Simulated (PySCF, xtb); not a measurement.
Na2, SMILES [Na][Na].

Harmonic wavenumbers (cm⁻¹) from xtb with GFN2-xTB at its own minimum, in rising order: 264.

### Question
What does PBE-D3(BJ)/def2-TZVPD run with PySCF give at its own minimum? (The exact figures need the calculation; the answer reports its results.)

### Answer
156. Paired by order, the mean absolute difference is 108 cm⁻¹ and the zero-point energies are 0.4 and 0.2 kcal/mol.
